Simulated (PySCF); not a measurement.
Ligands exchanged one at a time, Si F-NH2. All species are isolated molecules in the gas phase. One relaxed conformer stands for each flexible species; it need not be the lowest. Strings in code marks are SMILES.

The numbers are results of B3LYP-D3(BJ)/def2-TZVP in PySCF, not measurements. B3LYP has the VWN-RPA correlation part, as in Gaussian. Excitations are Tamm–Dancoff values on a coarser integration grid. The basis has no diffuse functions, so Rydberg states are missing or too high.

```tsv
species	HOMO (eV)	S1 oscillator strength	S1 excitation (TDA) (eV)
0 of 4 F replaced by NH2 (`F[Si](F)(F)F`)	-12.45	0.000	11.07
1 of 4 F replaced by NH2 (`N[Si](F)(F)F`)	?	0.043	7.24
2 of 4 F replaced by NH2 (`N[Si](N)(F)F`)	-7.85	?	7.08
3 of 4 F replaced by NH2 (`N[Si](N)(N)F`)	-7.21	?	6.72
```

**Question.** What belongs in the gaps?

**Answer.** 
- 1 of 4 F replaced by NH2 (`N[Si](F)(F)F`), HOMO (eV): -8.37
- 2 of 4 F replaced by NH2 (`N[Si](N)(F)F`), S1 oscillator strength: 0.027
- 3 of 4 F replaced by NH2 (`N[Si](N)(N)F`), S1 oscillator strength: 0.049
